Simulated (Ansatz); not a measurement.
# Bi (model structure, started from the graphite type, P6₃/mmc, No. 194, 4 atoms in the cell)

Method: PBEsol in Ansatz (PAW).

Numerical settings: plane-wave cutoff 500 eV, 18×18×6 k mesh (along the axes of the cell as run), Fermi–Dirac smearing 0.1 eV, scalar-relativistic PAW data made under PBE.

Cell (relaxed at this level):

Space group P6₃/mmc (No. 194); a = b = 5.325 Å, c = 6.324 Å, α = β = 90.00°, γ = 120.00°

```json
[
 {"atom": "Bi", "site": "2b", "symmetry": "-6m2", "x": "0.0000", "y": "0.0000", "z": "0.2500"},
 {"atom": "Bi", "site": "2c", "symmetry": "-6m2", "x": "0.3333", "y": "0.6667", "z": "0.2500"}
]
```

For Bi (model structure, started from the graphite type, P6₃/mmc, No. 194, 4 atoms in the cell), the band gap is zero (no gap).

Note: the relaxation could raise the start's symmetry but not lower it, so the cell can be a saddle point.

Spin–orbit coupling is not included; it can shift volumes and moduli of such heavy elements.

A model structure was made by putting elements into a prototype or built by hand; it is no filed structure, need not be a known phase, and can be a saddle point held by its symmetry.

Ansatz is an electronic-structure program.
